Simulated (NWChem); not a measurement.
**HOF (hypofluorous acid) at 3 levels**

Aim: a comparison of 3 runs (SVWN5/aug-cc-pVTZ, MP2/aug-cc-pVTZ, CCSD(T)/aug-cc-pVTZ) of HOF (hypofluorous acid). 

Program for the calculation: NWChem 7.3.0.

## 1. The system as given

The species is HOF (3 atoms), meant as a singlet with charge 0. As SMILES, `OF`. The shape is that of a PBE0-D4/def2-TZVP optimisation.

Bond lengths: O1–F2 1.406 Å, O1–H3 0.969 Å. Angles: F2–O1–H3 99.1°.

## 2. Energy and forces at SVWN5/aug-cc-pVTZ (run 1)

test.xyz reads:

```xyz
3
hypofluorous acid
O      0.430590    -0.210340     0.216330
F     -0.221910     1.014620    -0.010980
H     -0.208690    -0.804280    -0.205350
```

test.nw reads:

```
echo
start test
title "hypofluorous acid"
memory total 2200 mb
charge 0
geometry units angstroms noautosym nocenter noautoz
  load test.xyz
end
basis spherical bse
  * library aug-cc-pVTZ
end
dft
  xc slater vwn_5
  mult 1
  grid fine
  convergence energy 1e-08
  maxiter 100
  mulliken
end
task dft gradient
```

Command:

```console
$ nwchem test.nw > test.out
```

What it wrote:

```text
[...]
          Wavefunction type:  closed shell.
          No. of atoms     :     3
          No. of electrons :    18
[...]
          Charge           :     0
          Spin multiplicity:     1
[...]
          AO basis - number of functions:   115
[...]
              XC Information
              --------------
                        Slater Exchange Functional  1.000 local
                      VWN V Correlation Functional  1.000 local
[...]
 d= 0,ls=0.0,diis     1   -174.3937378996 -2.08D+02  4.77D-03  1.48D+00     2.3
[...]
 d= 0,ls=0.0,diis    11   -174.4442353056 -2.47D-09  6.73D-08  3.80D-10    17.0
         Total DFT energy =     -174.444235305557
      One electron energy =     -310.761170904431
           Coulomb energy =      120.327182590972
    Exchange-Corr. energy =      -18.072950567270
 Nuclear repulsion energy =       34.062703575172
[...]
      Total Density - Mulliken Population Analysis
     ---------------------------------------------
    Atom       Charge   Shell Charges
 -----------   ------   -------------------------------------------------------
    1 O    8     8.06   1.91  0.28  1.02  0.68  0.07  1.27  1.91  0.84  0.03  0.00  0.03 -0.00  0.00  0.01
    2 F    9     9.16   1.92  0.29  1.06  0.69  0.02  1.56  2.25  1.28  0.05  0.00  0.01  0.02  0.00  0.00
    3 H    1     0.78   0.25  0.42  0.01 -0.00  0.02  0.05  0.01  0.01  0.01
[...]
  wavefunction    = closed shell
                         DFT ENERGY GRADIENTS
    atom               coordinates                        gradient
                 x          y          z           x          y          z
   1 O       0.813697  -0.397485   0.408804   -0.011027  -0.003194  -0.006492
   2 F      -0.419349   1.917354  -0.020749    0.002510  -0.004443   0.000904
   3 H      -0.394367  -1.519869  -0.388055    0.008517   0.007637   0.005587
[...]
```

It took 31 s on 1 thread of Intel Xeon Platinum 8488C (Sapphire Rapids), shared host; peak memory 0.12 GiB.

## 3. Energy and forces at MP2/aug-cc-pVTZ (run 2)

sp.nw reads:

```
start sp
memory 2200 mb
charge 0

geometry units atomic noautosym nocenter noautoz
O    0.81369717  -0.39748499   0.40880445
F   -0.41934912   1.91735392  -0.02074919
H   -0.39436694  -1.51986893  -0.38805526
end

basis spherical bse
O library aug-cc-pVTZ
F library aug-cc-pVTZ
H library aug-cc-pVTZ
end

scf
thresh 1e-08
maxiter 80
print low
end

mp2
freeze core 2
tight
end

task mp2 gradient
```

Command:

```console
$ nwchem sp.nw > sp.out
```

What it wrote:

```text
[...]
  functions       =   115
[...]
  wavefunction    = RHF
[...]
         Total SCF energy =   -174.809414327534
      One-electron energy =   -311.002122653846
      Two-electron energy =    102.130007129019
 Nuclear repulsion energy =     34.062701197294
        Time for solution =     36.3s
[...]
          Total MP2 energy          -175.326415523742
[...]
                         mp2 ENERGY GRADIENTS
    atom               coordinates                        gradient
                 x          y          z           x          y          z
   1 O       0.813697  -0.397485   0.408804   -0.007527   0.012015  -0.002857
   2 F      -0.419349   1.917354  -0.020749    0.006764  -0.011497   0.002490
   3 H      -0.394367  -1.519869  -0.388055    0.000763  -0.000518   0.000367
[...]
```

Wall time 97 s (1 thread of Intel Xeon Platinum 8488C (Sapphire Rapids), shared host); peak memory 0.34 GiB.

## 4. A single-point energy at CCSD(T)/aug-cc-pVTZ (run 3)

run.nw reads:

```
start run
memory stack 880 mb heap 220 mb global 1100 mb

geometry units angstrom noautosym nocenter noautoz
  O      0.430590    -0.210340     0.216330
  F     -0.221910     1.014620    -0.010980
  H     -0.208690    -0.804280    -0.205350
end

basis spherical bse
  * library aug-cc-pVTZ
end

scf
  thresh 1e-08
  maxiter 80
  print low
end

ccsd
  freeze core 2
  maxiter 60
end

task ccsd(t) energy
```

Command:

```console
$ nwchem run.nw > run.out
```

What it wrote:

```text
[...]
  functions       =   115
[...]
  wavefunction    = RHF
[...]
         Total SCF energy =   -174.809414336493
      One-electron energy =   -311.002127206395
      Two-electron energy =    102.130009294729
 Nuclear repulsion energy =     34.062703575172
        Time for solution =     30.1s
[...]
 Total MP2 energy:           -175.326415521210578
[...]
             energy      energy      error      ampl     ampl      Block
                                                time     time      time
[...]
 Total CCSD energy:           -175.331391614643280
[...]
 Total CCSD+T(CCSD) energy:           -175.351624095211548
[...]
 Total CCSD(T) energy:                -175.350652777240612
[...]
```

Wall time 5 min (1 thread of Intel Xeon Platinum 8488C (Sapphire Rapids), shared host); peak memory 0.31 GiB.

## 5. Overview of the runs

```
run                level  integration grid  iteration cap  energy (Eh)  dipole moment (D)  largest force (eV/Å)  wall time
  1    SVWN5/aug-cc-pVTZ              fine            100  -174.444235               1.87                 0.678       31 s
  2      MP2/aug-cc-pVTZ                 –             80  -175.326416               1.87                 0.744       97 s
  3  CCSD(T)/aug-cc-pVTZ                 –             80  -175.350653                  –                     –      5 min
```

## 6. Outcome

| quantity | value |
| --- | --- |
| run 3: total energy | -175.35065 Eh |
| run 3: correlation energy (2 core orbitals frozen) | -541.2 mEh |
| run 3: (T) correction | -19.26 mEh |

All runs together took 7.1 min, the longest 5 min.
